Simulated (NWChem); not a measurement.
# triplet NSF3 at 5 levels

We compute a comparison of 5 runs (UHF/STO-3G, UHF/3-21G, UB3LYP/6-31G*, UM06-2X/def2-SVPD) of triplet NSF3. 

Program for the calculation: NWChem 7.3.0.

2 further runs of the same task are left out: 2 set aside as unsound or not needed.

### Step 1. Starting point

NSF3: 5 atoms, total charge 0, spin state triplet. SMILES of the parent species: `N#S(F)(F)F`. The coordinates come from a PBE0-D4/def2-TZVP relaxation. That shape belongs to the parent species and isn't relaxed for this state.

Bond lengths: N1–S2 1.409 Å, S2–F3 1.555 Å, S2–F4 1.555 Å, S2–F5 1.555 Å. Angles: N1–S2–F3 122.6°, N1–S2–F4 122.6°, N1–S2–F5 122.6°, F3–S2–F4 93.7°, F3–S2–F5 93.7°, F4–S2–F5 93.7°.

### Step 2. A single-point energy at UHF/STO-3G (run 1)

The input, job.nw:

```
echo
start job
memory total 2200 mb

geometry units atomic noautosym nocenter noautoz
  N   -0.66070494  -0.00784236   3.00727236
  S   -0.08945963  -0.00105825   0.40721708
  F    1.93388902  -1.77501975  -0.77286019
  F   -2.09498818  -0.60019591  -1.65490876
  F    0.91124483   2.38409738  -0.98672050
end

basis spherical bse
  N library STO-3G
  S library STO-3G
  F library STO-3G
end

scf
  triplet
  uhf
  thresh 1e-08
  maxiter 80
end

task scf energy
```

Command:

```
$ nwchem job.nw > job.out
```

Log:

```text
[...]
  functions       =    29
[...]
  wavefunction    = UHF
[...]
         Total SCF energy =   -740.362791284226
      One electron energy =  -1597.945109025639
      Two electron energy =    573.355588779462
 Nuclear repulsion energy =    284.226728961951
                       Sz =      1.0000
                 Sz(Sz+1) =      2.0000
                      S^2 =      2.0088
[...]
```

Run time: 4.5 s. Hardware: 1 thread of Intel Xeon 6975P-C (Granite Rapids), shared host; peak memory 0.094 GiB.

### Step 3. A single-point energy at UHF/3-21G (run 2)

The input, f3ns.nw:

```
start f3ns
title "F3NS hf"
memory 2200 mb
charge 0
geometry units bohr noautosym nocenter noautoz
N     -0.66070494    -0.00784236     3.00727236
S     -0.08945963    -0.00105825     0.40721708
F      1.93388902    -1.77501975    -0.77286019
F     -2.09498818    -0.60019591    -1.65490876
F      0.91124483     2.38409738    -0.98672050
end
basis spherical bse
* library 3-21G
end
scf
triplet
uhf
thresh 1e-08
maxiter 80
end
task scf
```

Command:

```
$ nwchem f3ns.nw > f3ns.out
```

Log:

```text
[...]
  functions       =    49
[...]
  wavefunction    = UHF
[...]
         Total SCF energy =   -745.858223612789
      One electron energy =  -1598.637177292806
      Two electron energy =    568.552224718067
 Nuclear repulsion energy =    284.226728961951
                       Sz =      1.0000
                 Sz(Sz+1) =      2.0000
                      S^2 =      2.0168
[...]
```

It took 6.3 s on 1 thread of Intel Xeon 6975P-C (Granite Rapids), shared host; peak memory 0.094 GiB.

Runs 3 to 4 aren't shown in full; the table further down has their settings and results.

### Step 4. A single-point energy at UM06-2X/def2-SVPD (run 5)

The input, job.nw:

```
start job
title "F3NS M06-2X"
memory total 2200 mb

geometry units atomic noautosym nocenter noautoz
  N     -0.66070494    -0.00784236     3.00727236
  S     -0.08945963    -0.00105825     0.40721708
  F      1.93388902    -1.77501975    -0.77286019
  F     -2.09498818    -0.60019591    -1.65490876
  F      0.91124483     2.38409738    -0.98672050
end

basis spherical bse
  * library def2-SVPD
end

dft
  xc m06-2x
  mult 3
  grid fine
  convergence energy 1e-08
  iterations 100
  mulliken
end

task dft
```

Command:

```
$ nwchem job.nw > job.out
```

Log:

```text
[...]
          Wavefunction type:  spin polarized.
          No. of atoms     :     5
          No. of electrons :    50
[...]
          Charge           :     0
          Spin multiplicity:     3
[...]
          AO basis - number of functions:   116
[...]
              XC Information
              --------------
                       M06-2X Method XC Functional
                     Hartree-Fock (Exact) Exchange  0.540
                        M06-2X Exchange Functional  1.000
                      M06-2X Correlation Potential  1.000
[...]
 d= 0,ls=0.0,diis     1   -751.3429681716 -1.04D+03  5.63D-02  4.86D-01     2.8
[...]
 d= 0,ls=0.0,diis    16   -751.5715556962 -5.33D-09  7.89D-07  1.01D-10    40.2
[...]
         Total DFT energy =     -751.571555696189
      One electron energy =    -1603.290290337050
           Coulomb energy =      631.400191180146
    Exchange-Corr. energy =      -63.908185501235
 Nuclear repulsion energy =      284.226728961951
[...]
      Total Density - Mulliken Population Analysis
     ---------------------------------------------
    Atom       Charge   Shell Charges
 -----------   ------   -------------------------------------------------------
    1 N    7     7.16   1.99  1.16  0.61  0.10  2.18  1.08  0.03  0.02
    2 S   16    14.73   2.00  1.99  1.35  0.26  0.16  5.93  1.49  0.78  0.04  0.72  0.01
    3 F    9     9.37   1.99  1.14  0.79  0.00  3.32  1.98  0.13  0.01  0.00
    4 F    9     9.36   1.99  1.15  0.79 -0.00  3.32  1.97  0.13  0.01  0.01
    5 F    9     9.38   1.99  1.14  0.79  0.01  3.33  1.98  0.13  0.01  0.00
[...]
      <S2> =      2.0065 (Exact =     2.0000)
[...]
```

It took 41 s on 1 thread of Intel Xeon 6975P-C (Granite Rapids), shared host; peak memory 0.11 GiB.

### Step 5. Overview of the runs

```csv
run,level,Cartesian functions,iteration cap,energy (Eh),dipole moment (D),HOMO energy (eV),⟨S²⟩,wall time
1,UHF/STO-3G,no,80,-740.362791,1.82,-2.73,2.009,4.5 s
2,UHF/3-21G,no,80,-745.858224,0.95,-7.24,2.017,6.3 s
3,UB3LYP/6-31G* (Cartesian functions),yes,100,-752.084892,–,–,2.004,26 s
4,UB3LYP/6-31G* (spherical functions),no,100,-752.077315,0.36,-3.25,2.004,23 s
5,UM06-2X/def2-SVPD,no,100,-751.571556,0.25,-5.10,2.006,41 s
```

### Step 6. Outcome

```
                                 quantity          value
                      run 5: total energy  -751.57156 Eh
                     run 5: dipole moment         0.25 D
run 5: HOMO energy (highest over α and β)       -5.10 eV
                              run 5: ⟨S²⟩          2.006
```

What this shows: Over runs 1, 2, 4, 5 the dipole moment (its size) runs from 0.25 D (UM06-2X/def2-SVPD) to 1.82 D (UHF/STO-3G). The two ends differ in method and basis. The two dipoles point in opposite directions. Totals of different functionals can't be ranked against each other. In run 1 the basis is minimal, so the values are rough. All runs together took 100 s, the longest 41 s.
